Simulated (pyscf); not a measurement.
F–N•–F (SMILES F[N]F) + SiH₄ (SMILES [SiH4]) -> F–N(F)–SiH₃ (SMILES FN(F)[SiH3]) + H• (SMILES [H]), a substitution at Si (doublet surface; H–Si broken, N–Si formed). PySCF, gas phase, ωB97X-D3(BJ)/def2-SVP geometries. Energies in kcal/mol from the separated reactants.

Small-basis levels: PySCF, no dispersion term, spherical d functions. Open shells are spin-unrestricted. 

Q: In single points MP2/6-31G* puts the saddle at 41.3 kcal/mol and the reaction energy at +21.0 kcal/mol. Should these be trusted to within a few kcal/mol? Compare with ωB97M-D3(BJ)/def2-TZVP.

A: ωB97M-D3(BJ)/def2-TZVP gives ΔE‡ = 38.0 kcal/mol and ΔE = +32.0 kcal/mol. MP2/6-31G* lies 3.3 kcal/mol over it in the barrier and 11.0 kcal/mol under it in the reaction energy, so on this step it does not hold to within 3.0 kcal/mol. ωB97M-D3(BJ)/def2-TZVP has limits of its own. The same reactants have a lower exit, to F–NH–F + SiH₃• (barrier +24.1 kcal/mol at ωB97M-D3(BJ), against +38.0 kcal/mol here). F–N(F)–SiH₃ lies 202.4 kcal/mol over its isomer H₂N–SiH(F)–F (electronic energy, ωB97M-D3(BJ)). One saddle was located; it need not be the lowest between these sides. The angle at the attacked Si is 164°.
